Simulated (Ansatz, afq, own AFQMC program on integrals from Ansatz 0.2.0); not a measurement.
## H$_{2}$Cl, doublet in cc-pVTZ, levels against CCSDT(Q)

```xyz
3

Cl    0.0000    0.0000   -1.2667
H     0.0000    0.0000    0.2193
H     0.0000    0.0000    1.0473
```

Basis cc-pVTZ. Only valence electrons are correlated. AFQMC by an in-house program on the Cholesky factors that Ansatz 0.2.0 writes for its CCSD(T) run. The CISD trial takes its coefficients from CCSD amplitudes. Released means that phaseless walkers are propagated on without the constraint, phases kept. Error bars are statistical, one sigma.

Determinant: UHF, the one that the program's search chose, which needn't be the lowest solution. The geometry is a point of a scan.

No full CI on the walks' own integrals is used here; CCSDT(Q) serves as the reference and is uncertain by about the last step of the cluster series.

```
T1 diagnostic                               : 0.0134
weight of the determinant in the CISD state : 0.908
⟨S²⟩ of the determinant                     : 0.786
size of the correlated space                : 9 electrons in 57 orbitals
```

Reference: CCSDT(Q), correlation energy -6.671 eV. The released energy is read at 2.40 1/Eh (meV from the phaseless value at times in 1/Eh: -3 ± 3 at 0.24, -5.0 ± 1.9 at 0.51, -9 ± 3 at 0.99, -11.2 ± 1.8 at 1.62, -10 ± 4 at 2.40).

| level | E − E(reference) (kJ/mol) | share of correlation (%) |
| --- | --- | --- |
| HF | 643.7 | 0.00 |
| MP2 | 94.5 | 85.32 |
| CCSD | 23.8 | 96.30 |
| CCSD(T) | 2.7 | 99.58 |
| CCSDT | 0.8 | 99.87 |
| ph-AFQMC/CISD | 0.8 ± 0.2 | 99.88 |
| released AFQMC | -0.2 ± 0.4 | 100.03 |

A walk keeps the symmetry of its determinant, which the program's search chose and which needn't be the lowest solution, so a lower state of the same spin and another symmetry isn't excluded. Released energies are given only where the last usable release times agree within the noise; a slower fall can still hide under it.
